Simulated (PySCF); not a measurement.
# Towards the basis-set limit for SO

One table from this session's results is given with a row withheld; the runs are named, their logs left out.

Method: CCSD(T) on ROHF, no relativity in the base curves; scalar relativity is added as a correction; program: PySCF 2.14.0.

The first run:

```yaml
molecule: SO
state: triplet, unpaired electrons π ↑↑
smaller_basis: S cc-pV(T+d)Z, O cc-pVTZ
larger_basis: S cc-pV(Q+d)Z, O cc-pVQZ
frozen_core_orbitals: 6
extrapolation: correlation as n⁻³ (n = 3, 4), Hartree–Fock as (n+1)·exp(−9√n)
corrections: core–valence correlation, scalar relativity
distances_Å: 1.3085, 1.3680, 1.4275, 1.4869, 1.5464, 1.6208, 1.6951
masses_u: 31.9721, 15.9949
dissociation_limit: S + O
```

Started as:

```console
OMP_NUM_THREADS=4 python comp.py task.json out
```

One of the session's tables, all rows but one given; the rest of the session is left out.

Parts of the energy along the bond, in eV from S + O:

```
 R (Å)  HF/CBS  CCSD corr.      (T)  core–valence  relativity
1.3085  -1.672      -2.304  -0.2428       -0.0527      0.0113
1.3680  -2.220      -2.453  -0.2810       -0.0391      0.0133
1.4275  -2.385      -2.607  -0.3220       -0.0281      0.0140
1.4869  -2.279      -2.764  -0.3659       -0.0192      0.0136
1.5464  -1.984      -2.923  -0.4124       -0.0120      0.0127
1.6208       ?           ?        ?             ?           ?
1.6951  -0.777      -3.314  -0.5380        0.0004      0.0093
```

Q: Estimate the row for R (Å) = 1.6208 from the others.

Worked estimate for «HF/CBS». A straight line through the neighbours (1.5464, -1.984) and (1.6951, -0.777) gives -1.984 + (-0.777 + 1.984) × (1.6208 − 1.5464) / (1.6951 − 1.5464) = -1.380; a parabola fitted to 3 rows on both sides gives -1.464.

The run gave: HF/CBS: -1.438; CCSD corr.: -3.121; (T): -0.4738; core–valence: -0.0049; relativity: 0.0111. In «HF/CBS» the line misses by +0.058 and the parabola by -0.026.
